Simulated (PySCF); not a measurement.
# UCCSD(T)/STO-3G run of [BNH4]− (SMILES [BH2-]N)

What is the energy change on altering one bond length of [BNH4]− at UCCSD(T)/STO-3G? Input form: a Python script.

Program for the calculation: PySCF 2.14.0.

7 further runs of the same task are left out: 7 set aside as unsound or not needed.

## (1) The system as given

[BNH4]− has 6 atoms, charge -1, and is taken as a doublet. As SMILES, `[BH2-]N`. The coordinates come from a GFN2-xTB relaxation.

Bond lengths: B1–N2 1.573 Å, B1–H3 1.274 Å, B1–H4 1.250 Å, N2–H5 1.029 Å, N2–H6 1.021 Å. Angles: B1–N2–H5 111.6°, B1–N2–H6 108.4°, N2–B1–H3 113.0°, N2–B1–H4 110.8°, H5–N2–H6 104.9°, H3–B1–H4 110.4°.

## (2) The energy at UCCSD(T)/STO-3G

job.py

```python
from pyscf import gto, cc

mol = gto.M(
    atom='''
B     -0.409200    -0.684370     0.181230
N     -0.175110     0.868880     0.098520
H      0.620240    -1.323070     0.573900
H     -0.807710    -1.131940    -0.915350
H      0.296220     1.134010    -0.776380
H      0.475560     1.136490     0.838070
''',
    charge=-1,
    verbose=4,
    spin=1,
    basis='sto-3g',
    max_memory=1860,
)

mf = mol.UHF()
mf.conv_tol = 1e-10
mf.kernel()
if not mf.converged:
    mf = mf.newton().run(mf.mo_coeff, mf.mo_occ)

mycc = cc.CCSD(mf, frozen=2)
mycc.kernel()
e_t = mycc.ccsd_t()
energy = mycc.e_tot + e_t
print('E = %.10f Eh' % energy)
```

The run is started by

```console
OMP_NUM_THREADS=1 python job.py
```

The program printed:

```text
PySCF version 2.14.0

[INPUT] num. atoms = 6
[INPUT] num. electrons = 17
[INPUT] charge = -1
[INPUT] spin (= nelec alpha-beta = 2S) = 1
[INPUT] symmetry False subgroup None
[INPUT] Mole.unit = angstrom
[INPUT] Symbol           X                Y                Z      unit          X                Y                Z       unit  Magmom
[INPUT]  1 B     -0.409200000000  -0.684370000000   0.181230000000 AA   -0.773275930172  -1.293271867869   0.342475065555 Bohr   0.0
[INPUT]  2 N     -0.175110000000   0.868880000000   0.098520000000 AA   -0.330909941673   1.641945235112   0.186175817792 Bohr   0.0
[INPUT]  3 H      0.620240000000  -1.323070000000   0.573900000000 AA    1.172083731500  -2.500239943628   1.084513822888 Bohr   0.0
[INPUT]  4 H     -0.807710000000  -1.131940000000  -0.915350000000 AA   -1.526350688072  -2.139056589440  -1.729760808121 Bohr   0.0
[INPUT]  5 H      0.296220000000   1.134010000000  -0.776380000000 AA    0.559774672619   2.142968322518  -1.467145568590 Bohr   0.0
[INPUT]  6 H      0.475560000000   1.136490000000   0.838070000000 AA    0.898678155798   2.147654843307   1.583722773214 Bohr   0.0

nuclear repulsion = 30.1672177739543
number of shells = 10
number of NR pGTOs = 42
number of NR cGTOs = 14
basis = sto-3g
ecp = {}

[... 65 lines left out ...]
converged SCF energy = -80.2093086721221  <S^2> = 0.7561477  2S+1 = 2.0061383
[... 1 line left out ...]
******** <class 'pyscf.cc.uccsd.UCCSD'> ********
CC2 = 0
CCSD nocc = (np.int64(7), np.int64(6)), nmo = (12, 12)
frozen orbitals 2
max_cycle = 50
direct = 0
conv_tol = 1e-07
conv_tol_normt = 1e-06
diis_space = 6
diis_start_cycle = 0
diis_start_energy_diff = 1e+09
Init t2, MP2 energy = -0.0752713115246977
Init E_corr(UCCSD) = -0.0752713115258424
cycle = 1  E_corr(UCCSD) = -0.0941461665192762  dE = -0.018874855  norm(t1,t2) = 0.0538324
cycle = 2  E_corr(UCCSD) = -0.100349264725782  dE = -0.00620309821  norm(t1,t2) = 0.0213991
cycle = 3  E_corr(UCCSD) = -0.104306670199201  dE = -0.00395740547  norm(t1,t2) = 0.0101869
cycle = 4  E_corr(UCCSD) = -0.10435950771345  dE = -5.28375142e-05  norm(t1,t2) = 0.00293737
cycle = 5  E_corr(UCCSD) = -0.104379238229032  dE = -1.97305156e-05  norm(t1,t2) = 0.000820896
cycle = 6  E_corr(UCCSD) = -0.10438899035233  dE = -9.7521233e-06  norm(t1,t2) = 0.000313907
cycle = 7  E_corr(UCCSD) = -0.104386062676469  dE = 2.92767586e-06  norm(t1,t2) = 0.000107433
cycle = 8  E_corr(UCCSD) = -0.10438745755631  dE = -1.39487984e-06  norm(t1,t2) = 3.69889e-05
cycle = 9  E_corr(UCCSD) = -0.104388023466364  dE = -5.65910054e-07  norm(t1,t2) = 1.71114e-05
cycle = 10  E_corr(UCCSD) = -0.104387895587981  dE = 1.27878383e-07  norm(t1,t2) = 6.24646e-06
cycle = 11  E_corr(UCCSD) = -0.104387649755958  dE = 2.45832023e-07  norm(t1,t2) = 2.29253e-06
cycle = 12  E_corr(UCCSD) = -0.104387601279494  dE = 4.84764641e-08  norm(t1,t2) = 7.54163e-07
UCCSD converged
E(UCCSD) = -80.31369627340159  E_corr = -0.104387601279494
UCCSD(T) correction = -0.000695651470345359
E = -80.3143919249 Eh
```

It took 0.93 s on 1 thread of Arm Neoverse V1, shared host; peak memory 0.12 GiB.

## (3) The distorted shape at the same level

start.xyz

```xyz
6

B     -0.090381    -0.326301     1.058526
N      0.143709     1.226949     0.975816
H      0.939059    -0.965001     1.451196
H     -0.807710    -1.131940    -0.915350
H      0.615039     1.492079     0.100916
H      0.794379     1.494559     1.715366
```

run.py

```python
from pyscf import gto, scf, cc

mol = gto.M(
    atom='start.xyz',
    verbose=4,
    max_memory=1860,
    charge=-1,
    basis='sto-3g',
    spin=1,
)

myscf = scf.UHF(mol)
myscf.conv_tol = 1e-10
myscf.kernel()
if not myscf.converged:
    myscf = myscf.newton().run(myscf.mo_coeff, myscf.mo_occ)

mycc = cc.CCSD(myscf, frozen=2)
mycc.kernel()
e_t = mycc.ccsd_t()
e_tot = mycc.e_tot + e_t
print(f'total energy: {e_tot:.8f} hartree')
```

The run is started by

```console
OMP_NUM_THREADS=1 python run.py
```

The program printed:

```text
PySCF version 2.14.0

[INPUT] num. atoms = 6
[INPUT] num. electrons = 17
[INPUT] charge = -1
[INPUT] spin (= nelec alpha-beta = 2S) = 1
[INPUT] symmetry False subgroup None
[INPUT] Mole.unit = angstrom
[INPUT] Symbol           X                Y                Z      unit          X                Y                Z       unit  Magmom
[INPUT]  1 B     -0.090381000000  -0.326301000000   1.058526000000 AA   -0.170795336864  -0.616619524172   2.000324235731 Bohr   0.0
[INPUT]  2 N      0.143709000000   1.226949000000   0.975816000000 AA    0.271570651635   2.318597578809   1.844024987969 Bohr   0.0
[INPUT]  3 H      0.939059000000  -0.965001000000   1.451196000000 AA    1.774564324808  -1.823587599931   2.742362993064 Bohr   0.0
[INPUT]  4 H     -0.807710000000  -1.131940000000  -0.915350000000 AA   -1.526350688072  -2.139056589440  -1.729760808121 Bohr   0.0
[INPUT]  5 H      0.615039000000   1.492079000000   0.100916000000 AA    1.162255265926   2.819620666215   0.190703601587 Bohr   0.0
[INPUT]  6 H      0.794379000000   1.494559000000   1.715366000000 AA    1.501158749106   2.824307187004   3.241571943391 Bohr   0.0

nuclear repulsion = 28.6501230433464
number of shells = 10
number of NR pGTOs = 42
number of NR cGTOs = 14
basis = sto-3g
ecp = {}

[... 85 lines left out ...]
converged SCF energy = -80.0371925248218  <S^2> = 1.0806528  2S+1 = 2.3070785
[... 12 lines left out ...]
Init t2, MP2 energy = -0.0735601103897962
[... 21 lines left out ...]
UCCSD converged
[... 2 lines left out ...]
total energy: -80.16676006 hartree
```

It took 0.91 s on 1 thread of Arm Neoverse V1, shared host; peak memory 0.1 GiB.

## (4) Summary of results

At UCCSD(T)/STO-3G, 2 core orbitals frozen:

| quantity | value |
| --- | --- |
| first shape: total energy | -80.31439 Eh |
| first shape: HOMO energy (Hartree–Fock orbitals) (highest over α and β) | 3.27 eV |
| first shape: LUMO energy (Hartree–Fock orbitals) (lowest over α and β) | 19.36 eV |
| first shape: correlation energy (2 core orbitals frozen) | -105.1 mEh |
| first shape: (T) correction | -0.70 mEh |
| first shape: ⟨S²⟩ of the reference determinant | 0.756 |
| first shape: T1 diagnostic | 0.007 |
| distorted shape: total energy | -80.16676 Eh |
| distorted shape: HOMO energy (Hartree–Fock orbitals) (highest over α and β) | 3.40 eV |
| distorted shape: LUMO energy (Hartree–Fock orbitals) (lowest over α and β) | 16.15 eV |
| distorted shape: correlation energy (2 core orbitals frozen) | -129.6 mEh |
| distorted shape: (T) correction | -2.02 mEh |
| distorted shape: ⟨S²⟩ of the reference determinant | 1.081 |
| distorted shape: T1 diagnostic | 0.084 |
| energy change with the B1–H4 bond stretched from 1.250 to 2.249 Å | 4.017 eV |

**Reading.** With the B1–H4 bond stretched from 1.250 to 2.249 Å the energy rises by 4.02 eV (93 kcal/mol). The first shape isn't relaxed at this level, so the change isn't measured from a minimum. The minimal basis adds a large error of its own. Mulliken charges (first shape) of the mean-field density run from -0.51 on N2 to +0.05 on H6; they depend strongly on the basis. The triples (first shape) make up 0.7 % of the correlation energy. The HOMO (first shape) lies at positive energy, 3.27 eV: the electron is unbound at this level or held by a compact basis; values depend on the basis. ⟨S²⟩ (distorted shape) is 1.08 where a pure doublet has 0.75: the reference is spin-contaminated. The T1 diagnostic (distorted shape) of 0.084 is above the customary mark for such species, so a single reference may not serve.
